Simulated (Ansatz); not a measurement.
Two shapes of doublet C₂H₄(+).

Shape 1:

```xyz
6

C    -0.6099   -0.1633   -0.1776
C     0.6182    0.1514    0.1901
H    -0.8284   -0.5465   -1.1675
H    -1.4515   -0.0495    0.4954
H     1.4605    0.0411   -0.4827
H     0.8351    0.5328    1.1810
```

Shape 2:

```xyz
6

C     0.1838    0.5753    0.2790
C    -0.1838   -0.5753   -0.2790
H    -0.3198    0.9709    1.1664
H     1.0052    1.1743   -0.1262
H    -1.0052   -1.1743    0.1262
H     0.3198   -0.9709   -1.1664
```

Basis set: def2-SVP (spherical functions). Charge 1, multiplicity 2.

Computed with Ansatz (development build ahead of 0.2.0); each method stands on the lowest determinant of its kind that the runs found.

Q: Which shape is lower in energy, and by how much in each method?

A:

```tsv
method	E(2) − E(1) (eV)
UHF	-0.047
PBE0 (unrestricted)	-0.072
```

Shape 2 is lower.
